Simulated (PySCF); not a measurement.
Simulated outer-valence photoelectron spectrum of `[SiH3]CC`. Method used: EOM-IP-CCSD/aug-cc-pVDZ in PySCF, restricted Hartree–Fock reference, 7 core orbitals frozen, non-relativistic, gas phase, PBE0-D3(BJ)/def2-SVP geometry.

Each root has a Gaussian of 0.3 eV full width with its one-hole share as area; cross sections and vibrations are left out, and the highest printed point is 100.

ionisation energy (eV), intensity and a bar:
```
     10.4          0 
     10.6         18 #####
     10.8         61 ##################
     11.0         18 #####
     11.2          0 
     11.4          0 
     11.6          5 ##
     11.8         76 #######################
     12.0        100 ##############################
     12.2         13 ####
     12.4          1 
     12.6         27 ########
     12.8         59 ##################
     13.0         27 ########
     13.2         61 ##################
     13.4         20 ######
     13.6          1 
     13.8          0 
     14.0          0 
     14.2          0 
     14.4         16 #####
     14.6         60 ##################
     14.8         19 ######
     15.0          1 
     15.2         18 ######
     15.4         61 ##################
     15.6         17 #####
     15.8          0 
     16.0          0 
     16.2          0 
     16.4          0 
     16.6          0 
     16.8          0 
     17.0          0 
     17.2         17 #####
     17.4         56 #################
     17.6         16 #####
     17.8          0
```

Where are the maxima, and how many lines lie under the curve?

7 maxima, at 10.8, 11.9, 12.8, 13.2, 14.6, 15.4 and 17.4 eV, from 8 lines. At this width some lines have no maximum of their own.

List the lines with their holes.

```csv
E (eV),leading hole (HF orbital),area,Koopmans (eV)
10.80,HOMO,0.96,11.58
11.90,HOMO-1,0.95,12.56
11.95,HOMO-2,0.95,12.63
12.76,HOMO-3,0.95,13.55
13.21,HOMO-4,0.95,14.22
14.61,HOMO-5,0.95,15.65
15.40,HOMO-6,0.95,16.52
17.40,HOMO-7,0.87,18.98
```

The widest gap, 2.00 eV, lies between 15.40 and 17.40 eV. Only orbitals with −ε under 21 eV, eight at most, were ionised, so the high end of the curve may lack lines.

Time: 2.1 min wall. Hardware: Arm Neoverse V2, one thread, no GPU (shared host).
